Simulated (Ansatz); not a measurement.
# FHOSi: ionisation energy by level of theory

An exercise on one series of results from a longer session: the logs are not shown, and one member is left open.

The runs use Ansatz 0.2.0, Gaussian basis; unrestricted cation, the program's frozen cores in correlated methods.

Levels to be run: UKS PBE-D4/def2-TZVPP; UKS r2SCAN-D4/def2-TZVPP; UKS PBE0-D4/def2-TZVPP; UKS B3LYP-D4/def2-TZVPP; UKS wB97X-V/def2-TZVPP; UKS wB97M-V/def2-TZVPP; UKS B2PLYP/def2-TZVPP; UHF-CCSD(T)/def2-TZVPP; UHF-CCSD(T)/def2-QZVPP; extrapolation to the limit; then −ε(HOMO) from the neutral's earlier runs with LDA (SPW92), PBE-D4, revPBE-D4, BLYP-D4, r2SCAN-D4, B97M-V, PBE0-D4, B3LYP-D4, r2SCANh-D4, r2SCAN0-D4, HSE06-D4, BHLYP-D4, CAM-B3LYP-D4, LC-ωPBE, ωB97X-V, ωB97M-V.

## The relaxed structure

The geometry comes from an earlier relaxation with PBE0-D4 in a triple-zeta def2 set; it is a stationary point.

4 atoms, charge 0, spin multiplicity 1.

Atoms are counted from 1 here; the program's logs count them from 0.

Bond lengths: O1–Si2 1.637 Å, O1–H4 0.963 Å, Si2–F3 1.620 Å. Angles: Si2–O1–H4 120.3°, O1–Si2–F3 101.6°.

The first run:

File in.yaml:

```yaml
crystal:
  periodic: [false, false, false]
  atoms:
    - {symbol: O, position_ang: [-0.572578, 0.755949, -0.187703]}
    - {symbol: Si, position_ang: [0.290991, 0.042491, 1.006305]}
    - {symbol: F, position_ang: [0.923996, -1.232256, 0.232598]}
    - {symbol: H, position_ang: [-0.586909, 0.373516, -1.071499]}
basis:
  gaussian: {orbitals: def2-TZVPP}
total_charge: 1
magnetization: {spin_polarized: true, initial_magnetization: 1}
hamiltonian: {xc: pbe, dispersion: d4}
```

Launch:

```bash
$ ansatz run in.yaml --threads 2 --pin off --events-out ev --progress --plain --max-ram 32768MiB --backend cpu
```

Steps of the session up to this table: Cation, UKS PBE-D4/def2-TZVPP; Cation, UKS r2SCAN-D4/def2-TZVPP; Cation, UKS PBE0-D4/def2-TZVPP; Cation, UKS B3LYP-D4/def2-TZVPP; Cation, UKS wB97X-V/def2-TZVPP; Cation, UKS wB97M-V/def2-TZVPP; Cation, UKS B2PLYP (frozen core)/def2-TZVPP; Cation, UHF-CCSD(T)/def2-TZVPP; Cation, UHF-CCSD(T)/def2-QZVPP.

One of the session's tables, all rows but one given; the rest of the session is left out.

It belongs to the step «Ionisation energies side by side». Orbital estimates, from the neutral's runs:

| functional | −ε(HOMO) (eV) |
| --- | --- |
| LDA (SPW92) | 6.69 |
| PBE-D4 | 6.58 |
| revPBE-D4 | 6.52 |
| BLYP-D4 | 6.48 |
| r2SCAN-D4 | 6.79 |
| B97M-V | 6.87 |
| PBE0-D4 | 7.75 |
| B3LYP-D4 | ? |
| r2SCANh-D4 | 7.23 |
| r2SCAN0-D4 | 7.88 |
| HSE06-D4 | 7.34 |
| BHLYP-D4 | 8.83 |
| CAM-B3LYP-D4 | 9.12 |
| LC-ωPBE | 10.41 |
| ωB97X-V | 10.08 |
| ωB97M-V | 9.93 |

Q: Estimate the row for B3LYP-D4 from the others.

Worked estimate for «−ε(HOMO) (eV)». Against the share of exact exchange, BLYP-D4 (0, 6.48), BHLYP-D4 (0.5, 8.83) give a slope of 4.70 per unit share; at 0.2 the line stands at 7.42.

As computed: −ε(HOMO) (eV): 7.58. In «−ε(HOMO) (eV)» the line misses by -0.16.
